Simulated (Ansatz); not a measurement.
# CNSi: the cost of one run

Method: def2-QZVPP, core rule «outside noble gas», up to 7 orbitals frozen; program: Ansatz 0.2.0, Gaussian basis.

Plan: UHF; ROHF; CCSD(T) on UHF.

## (1) The system

The geometry is a PBE0/def2-TZVP stationary point (not a proven minimum) of the parent state, kept for this charge and spin.

3 atoms, charge 0, spin multiplicity 6.

Atoms are counted from 1 here; the program's logs count them from 0.

Bond lengths: C1–N2 1.181 Å, N2–Si3 1.708 Å. Angles: C1–N2–Si3 180.0°.

Coordinates:

```xyz
3
charge 0, multiplicity 6
C     0.00000    0.00000   -1.35680
N     0.00000    0.00000   -0.17570
Si    0.00000    0.00000    1.53250
```

## (2) UHF

in.yaml reads:

```yaml
crystal:
  periodic: [false, false, false]
  atoms:
    - {symbol: C, position_ang: [0.000000, 0.000000, -1.356800]}
    - {symbol: N, position_ang: [0.000000, 0.000000, -0.175700]}
    - {symbol: Si, position_ang: [0.000000, 0.000000, 1.532500]}
basis:
  gaussian: {orbitals: "def2-QZVPP.json"}
magnetization: {spin_polarized: true, initial_magnetization: 5}
hamiltonian: {xc: hf}
output: {orbitals: {seedname: orbitals}}
```

On the command line:

```bash
$ ansatz run in.yaml --threads 1 --pin off --events-out ev --progress --plain --max-ram 2393MiB
```

Q: Estimate wall time and peak memory on 1 thread of Intel Xeon Platinum 8259CL at 2.50GHz, shared host.

About 22 s, with a peak of 0.41 GiB.
